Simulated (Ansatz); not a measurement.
# CH₆AlF (built from SMILES C.[F][AlH2]): a barrier at many levels of theory

Aim: the barrier and energy of one elementary step (Al1–C6 formed, F2–H5 formed, Al1–F2 loosened, H5–C6 broken) from LDA up to coupled cluster, on fixed structures, to see where each rung fails.

Method: single points in def2-TZVPP on PBE0-D4/def2-TZVP structures; program: Ansatz 0.2.0, Gaussian basis.

Levels: SPW92, PBE-D4, BLYP-D4, r2SCAN-D4, B97M-V, PBE0-D4, B3LYP-D4, r2SCAN0-D4, BHLYP-D4, CAM-B3LYP-D4, wB97X-V, wB97M-V, B2PLYP, PBE-QIDH, RPA on PBE, Hartree-Fock, MP2, CCSD, CCSD(T). The reference is CCSD(T) at the basis limit, from triple and quadruple zeta. Zero-point energies come from PBE0-D4 vibrations.

Correlated methods freeze the cores. B3LYP uses VWN-RPA correlation. B2PLYP carries no dispersion term here.

23 further runs of the same task are left out: 23 set aside as unsound or not needed.

## (1) Start, saddle and end, as given

Charge 0, multiplicity 1. The folders r, ts and p hold the start, the saddle and the end; their coordinates stand in the first inputs.

| pair | r (Å) | ts (Å) | p (Å) |
| --- | --- | --- | --- |
| Al1–C6 | 2.776 | 2.058 | 1.975 |
| F2–H5 | 2.453 | 1.035 | 0.931 |
| Al1–F2 | 1.658 | 1.962 | 2.134 |
| H5–C6 | 1.095 | 1.635 | 2.501 |

## (2) wB97M-V/def2-TZVPP

Input file r/in.yaml:

```yaml
crystal:
  periodic: [false, false, false]
  atoms:
    - {symbol: Al, position_ang: [-0.995688, -1.132287, 0.168159]}
    - {symbol: F, position_ang: [-2.204669, -0.293856, -0.595346]}
    - {symbol: H, position_ang: [-0.087462, -2.058216, -0.728405]}
    - {symbol: H, position_ang: [-1.023434, -1.138202, 1.745880]}
    - {symbol: H, position_ang: [-0.110219, 0.981863, -0.629188]}
    - {symbol: C, position_ang: [0.859258, 0.912749, -0.124535]}
    - {symbol: H, position_ang: [1.125469, 1.917428, 0.202527]}
    - {symbol: H, position_ang: [0.832361, 0.286801, 0.775749]}
    - {symbol: H, position_ang: [1.604283, 0.523721, -0.814941]}
basis:
  gaussian: {orbitals: def2-TZVPP}
hamiltonian: {xc: {name: wB97M-V}}
```

Input file ts/in.yaml:

```yaml
crystal:
  periodic: [false, false, false]
  atoms:
    - {symbol: Al, position_ang: [-0.479577, -0.994988, 0.164383]}
    - {symbol: F, position_ang: [-1.659807, 0.331422, -0.670766]}
    - {symbol: H, position_ang: [-0.206515, -2.125781, -0.908326]}
    - {symbol: H, position_ang: [-1.058356, -1.299612, 1.605285]}
    - {symbol: H, position_ang: [-0.738023, 0.770505, -0.502318]}
    - {symbol: C, position_ang: [0.788869, 0.622997, 0.062025]}
    - {symbol: H, position_ang: [0.607178, 1.639512, -0.326852]}
    - {symbol: H, position_ang: [1.102792, 0.789311, 1.096169]}
    - {symbol: H, position_ang: [1.643341, 0.266633, -0.519697]}
basis:
  gaussian: {orbitals: def2-TZVPP}
hamiltonian: {xc: {name: wB97M-V}}
```

Input file p/in.yaml:

```yaml
crystal:
  periodic: [false, false, false]
  atoms:
    - {symbol: Al, position_ang: [-0.358290, -0.933299, 0.311057]}
    - {symbol: F, position_ang: [-1.663625, 0.142947, -0.988986]}
    - {symbol: H, position_ang: [-0.115128, -2.216616, -0.596370]}
    - {symbol: H, position_ang: [-1.307763, -1.031412, 1.583211]}
    - {symbol: H, position_ang: [-1.156983, 0.911975, -1.128657]}
    - {symbol: C, position_ang: [0.929921, 0.559429, 0.204726]}
    - {symbol: H, position_ang: [0.545405, 1.507217, 0.599644]}
    - {symbol: H, position_ang: [1.806032, 0.321771, 0.819315]}
    - {symbol: H, position_ang: [1.320332, 0.737989, -0.804036]}
basis:
  gaussian: {orbitals: def2-TZVPP}
hamiltonian: {xc: {name: wB97M-V}}
```

The command line of these runs was not kept.

Further steps of the session: CCSD(T)/def2-TZVPP; MP2/def2-QZVPP; Vibrations of the start structure; Vibrations of the end structure.

What does the calculation give? Wanted: barrier, CCSD(T)/CBS; reverse barrier, CCSD(T)/CBS; step energy, CCSD(T)/CBS; barrier with zero-point energy; step energy with zero-point energy; imaginary mode at the saddle; largest T1 diagnostic.

**Answer**, as computed:

| quantity | value |
| --- | --- |
| barrier, CCSD(T)/CBS | 189.8 kJ/mol |
| reverse barrier, CCSD(T)/CBS | 17.7 kJ/mol |
| step energy, CCSD(T)/CBS | +172.1 kJ/mol |
| barrier with zero-point energy | 181.6 kJ/mol |
| step energy with zero-point energy | +167.2 kJ/mol |
| imaginary mode at the saddle | 435i cm⁻¹ |
| largest T1 diagnostic | 0.011 |

The functionals run from B3LYP-D4, off by -0.9 kJ/mol, to SPW92, off by -52.3 kJ/mol, against CCSD(T)/CBS. Mean unsigned error by rung: LDA 52.3, GGA 16.1, meta-GGA 8.1, hybrid 9.9, range-separated hybrid 4.6, double hybrid 5.1 kJ/mol. PBE-D4 gives a barrier 26.4 kJ/mol too low, outside chemical accuracy (1 kcal/mol, 4.2 kJ/mol). The barrier rises with the share of exact exchange, from BLYP-D4 through B3LYP-D4 to BHLYP-D4 (-5.8, -0.9, +11.2 kJ/mol). Hartree-Fock, with no correlation, is off by +43.1 kJ/mol. Zero-point motion lowers the barrier by 8.2 kJ/mol.
